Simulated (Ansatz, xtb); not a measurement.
**A geometry optimisation of CHBSi with r2SCAN-D4/def2-SVP**

The starting geometry of this gas-phase singlet has its atoms placed at random.

```yaml
atoms:
  - { symbol: C, position_ang: [-0.6983, 1.0640, -0.5433] }
  - { symbol: B, position_ang: [1.0965, -0.9716, -1.1511] }
  - { symbol: Si, position_ang: [0.7058, -0.0324, 0.2329] }
  - { symbol: H, position_ang: [-0.7222, 0.8288, 0.9572] }
```

One run relaxed it with r2SCAN-D4/def2-SVP. What is a likely outcome?

It ends as a structure given below by its coordinates. Distances that change by over a tenth: Si3–H4 (1.82 → 2.79 Å). Contacts that close: C1–B2 (2.78 → 1.37 Å), C1–H4 (1.52 → 1.09 Å).

The energy falls by 6.83 eV over 19 steps:

```tsv
step	E − E(last) (eV)
1	6.829
3	5.487
5	4.256
7	3.563
9	2.978
11	2.184
13	1.075
15	0.078
17	0.005
19	0.000
```

Final geometry (Å):

```xyz
4

C    -0.3057    0.4764   -0.2961
B     0.5076   -0.3404   -1.0428
Si    1.2177   -0.3954    0.6856
H    -1.0379    1.1482    0.1490
```

From the same start GFN2-xTB ends elsewhere, differing in C1–B2 (3.52 against 1.37 Å here).

From so rough a start the end depends on the optimiser's path, so another program may land elsewhere. No frequencies were run, so the end isn't proven a minimum. Run with Ansatz 0.2.0, 26 s on 1 thread of AMD EPYC 7R43 64-Core Processor (Zen 3), on a shared host.
